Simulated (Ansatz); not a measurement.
We consider hematite (α-Fe2O3), described by LDA (PAW; Ansatz, a program for electronic structure).

Settings: plane-wave cutoff 520 eV, 8×8×8 k mesh, Fermi–Dirac smearing 0.01 eV, spin-polarised with opposed moments, scalar-relativistic PAW data made under PBE.

The cell is scaled about its equilibrium volume (c/a stays at 2.886):

Shape and atoms are relaxed at each volume.

```tsv
V (Å³/atom)	P (GPa)	moment (μB per cell of 10 atoms)
7.870	12.82	0.00
8.034	5.99	0.00
8.198	0.00	0.00
8.362	-5.22	-0.02
8.526	-9.74	-0.01
```

Note: the gap of the solid is closed in this run; this level leaves the solid without a gap, although one is measured; the bulk modulus comes from volumes at which shape and atoms were relaxed.
